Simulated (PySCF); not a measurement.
Ionising C2

UHF-MP2; PySCF, no relativity, basis sets C aug-pcseg-1. Neutral (UHF): triplet (σ ↑, π ↑), Re = 1.323 Å, ωe = 1664 cm⁻¹, De = 6.00 eV.

C₂⁻ (UHF): doublet (σ ↑), Re = 1.288 Å, ωe = 1761 cm⁻¹, De = 8.23 eV to C + C⁻. The energies at the minima are -75.67053 hartree for C2 and -75.79564 for C₂⁻.

Work out the adiabatic electron affinity, without and with harmonic zero-point energies (1 hartree = 27.2114 eV, 1 eV = 8065.5 cm⁻¹), and the change of the bond length.

At UHF-MP2: 0.12511 hartree = 3.404 eV between the minima; the zero-point term (1664.0 − 1761.0)/2 cm⁻¹ = -0.006 eV makes it 3.398 eV. Re changes by -3.5 pm against the neutral. The electron enters a π orbital; the charge polarises the partner, so the anion is bound more strongly.

Correlated steps freeze 2 core orbitals. Correlated levels converge slowly with the basis: in double zeta they bind strong bonds too weakly, by up to about 1 eV, and carry superposition errors of some tenths. States were picked by a PBE0 search and need not be the measured ground states.
